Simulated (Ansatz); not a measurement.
Species: C2H6S, SMILES `CSC` (charge 0, multiplicity 1), formula C2H6S.

### Question
How many basis functions does frozen-core CCSD(T)/def2-TZVPP // PBE0-D4/def2-SVP in Ansatz (an electronic-structure program) use, how many core orbitals are frozen, and how many electrons are correlated?

### Answer
188 basis functions and 7 frozen orbitals, which leaves 20 correlated electrons. Core time is of the order of seconds.
